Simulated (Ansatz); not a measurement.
## Structure optimisation: rhodium, fcc

Theory: DFT, revPBE, plane waves (420 eV) with PAW, scalar-relativistic in Ansatz. The PAW files were generated under PBE, with cores re-solved for the functional.

k-point mesh 14×14×14, Fermi-Dirac smearing 0.1 eV, no spin polarisation. Cell and atoms relax.

Starting structure:

```yaml
crystal:
  lattice:
    - [0.0, 1.90155, 1.90155]
    - [1.90155, 0.0, 1.90155]
    - [1.90155, 1.90155, 0.0]
  atoms:
    - { symbol: Rh, position: [0.0, 0.0, 0.0] }
hamiltonian:
  xc: revpbe
  pseudopotentials:
    kind: paw
    azcp:
      Rh: "pseudopotentials/Rh.paw.azcp"
basis:
  ecutwfc: 420
  fft_grid_basis: typed
kpoints:
  mp_grid: { grid: [14, 14, 14], shift: [0, 0, 0] }
magnetization:
  spin_polarized: false
scf:
  occupations: { method: fermi_dirac, width: 0.1 }
relax:
  max_steps: 60
  f_tol: 0.01
  cell: {}
```

**Question.** What cell does the relaxation end in?

**Answer.** Fm-3m with a = 3.849 Å; 14.26 Å³ per atom against 13.75 at the start (3.7 %).

**Question.** How much energy does the relaxation gain?

**Answer.** 14.5 meV per atom.
